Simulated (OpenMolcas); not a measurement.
**Exact exchange and the HOMO–LUMO gap of CH2N2 (methanediimine)**

The species is CH2N2 (5 atoms), meant as a singlet with charge 0. SMILES: `N=C=N`. Geometry: relaxed at PBE0-D4/def2-TZVP.

The HOMO–LUMO gap y, in eV, basis def2-TZVP; a is the functional's share of exact exchange. Programs: OpenMolcas 26.06.

| functional | program | a | y (eV) |
| --- | --- | --- | --- |
| revPBE | OpenMolcas | 0 | 6.56 |
| TPSS | OpenMolcas | 0 | 6.79 |
| B3LYP | OpenMolcas | 0.2 | 8.39 |
| PBE0 | OpenMolcas | 0.25 | ? |
| BHLYP | OpenMolcas | 0.5 | 11.00 |

Task: Fit y = c + s·a to the known rows and predict PBE0.

Result: 
1. Means of the 4 rows: a = 0.1750, y = 8.185.
2. Σ(Δa)² = 0.1675, Σ(Δa·Δy) = 1.4485, so the slope is 1.4485/0.1675 = 8.6478.
3. Intercept: 8.185 − (8.6478) × 0.1750 = 6.672. The largest residual of the fit is 0.12.
4. PBE0: 6.672 + (8.6478) × 0.25 = 8.83 eV.

The run gave 8.96 eV, so the prediction is off by -0.13 eV, about the scatter of the fit. Exact exchange lowers occupied levels and raises empty ones. The rows mix families of semi-local functionals, which the line can't see.
